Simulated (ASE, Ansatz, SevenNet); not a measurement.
## Ladder of methods for the c axis length of graphite

Reference value: 6.67 Å (measured, low temperature, zero-point motion not removed; as tabulated in Berland et al. (2010), arXiv:1007.3305).

Problem. What do EMT (set for H, C, N, O), SevenNet-0, PBE, PBE-D4, HSE06-D3(BJ) give, and how far is each from the reference?

Solution. 
| level (code) | value (Å) | difference (%) |
|---|---|---|
| EMT (set for H, C, N, O) (ASE) | 2.983 | -55 |
| SevenNet-0 | 8.566 | +28 |
| PBE (Ansatz) | 8.718 | +31 |
| PBE-D4 (Ansatz) | 6.660 | -0.15 |
| HSE06-D3(BJ) (Ansatz) | 6.725 | +0.82 |

Leaving aside EMT (set for H, C, N, O) (doubt noted below): Once the reference is moved by up to 0.47 % (a margin picked here for doubts on the reference and the settings, and for temperature and zero-point motion) and values within 0.17 % count as equal, the nearest can be PBE-D4 (-0.15 %) or HSE06-D3(BJ) (+0.82 %). Farthest off among them: PBE (+31 %). Within 4 %: PBE-D4, HSE06-D3(BJ).

The reference isn't brought to a static lattice, while the calculations are for one, so the differences are not the levels' errors alone.  EMT (set for H, C, N, O): the cell has another shape than the first-principles one, perhaps another minimum in the same group. EMT (set for H, C, N, O), SevenNet-0: the cell moved over 20 % in volume from its start. EMT (set for H, C, N, O): the source marks these parameters as not for serious use. PBE: for a layered or molecular solid the relaxed cell lies over 5 % above the published volume, where the minimum can be shallow. PBE: the cell comes from a level without a dispersion term, which matters for the spacing of layers, chains or molecules. HSE06-D3(BJ): exact exchange on metals is sensitive to the k mesh and can open a false gap. Cutoffs and k meshes differ between the levels. Ansatz's density-functional and Hartree–Fock values are scalar-relativistic unless marked +SOC, with PAW data made under PBE.

Empirical potentials (EMT (set for H, C, N, O)) are fitted to chosen data: where that held the value shown, agreement is built in, and what lay outside the fit can be far off. Machine-learned potentials (SevenNet-0) are trained on DFT data: a solid inside that data is no test of them.

Differences are worked out from the printed values.

Ansatz is an electronic-structure program.
